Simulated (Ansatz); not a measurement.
Geometry optimisation, UKS B3LYP-D4/STO-3G in Ansatz 0.2.0.

input.yaml

```yaml
crystal:
  periodic: [false, false, false]
  atoms:
    - { symbol: "N", position_ang: [-0.97487, -0.68088, -0.75537] }
    - { symbol: C, position_ang: [-0.17512, -0.12513, -0.13398] }
    - { symbol: "N", position_ang: [0.69529, 0.49588, 0.53046] }
    - { symbol: H, position_ang: [-1.66405, -1.20447, -1.25342] }
    - { symbol: H, position_ang: [1.68214, 0.26521, 0.45021] }
    - { symbol: H, position_ang: [0.43661, 1.24939, 1.1621] }
total_charge: 1
magnetization:
  spin_polarized: true
basis:
  gaussian: { orbitals: STO-3G }
hamiltonian:
  xc: b3lyp
  dispersion: d4
relax:
  f_tol: 0.02
  max_steps: 50
```

Command:

```bash
$ ansatz run input.yaml --threads 1 --pin off --max-ram 2048MiB --backend cpu --events-out ev --progress --plain --runs-dir out
```

Problem. Where does it end, and by what steps?

Solution. The run converged. Limits of this set-up: minimal basis, the dipole of an ion depends on the origin. After 15 steps the energy has fallen by 0.466 eV; N1 moved furthest, 0.30 Å.

```tsv
step	energy less start (eV)	largest force component (eV/Å)	accepted
0	0.0000	2.466	yes
1	-0.3824	1.079	yes
2	-0.3620	0.744	no
3	-0.3909	0.603	yes
4	-0.4032	0.342	yes
5	-0.4113	1.397	yes
6	-0.4342	0.793	yes
7	-0.4337	0.477	no
8	-0.4546	0.613	yes
9	-0.4465	1.286	no
10	-0.4638	0.195	yes
11	-0.4645	0.098	yes
12	-0.4640	0.237	no
13	-0.4657	0.064	yes
14	-0.4653	0.051	no
15	-0.4659	0.010	yes
```

```xyz
6
Properties=species:S:1:pos:R:3
N -0.994 -0.521 -1.013
C -0.200 -0.126 -0.175
N 0.711 0.503 0.547
H -1.672 -1.342 -1.073
H 1.728 0.234 0.480
H 0.427 1.252 1.233
```

Run time: 22 s on 1 thread of Intel(R) Xeon(R) Processor @ 2.70GHz, with other jobs on the host, peak memory 0.12 GiB.
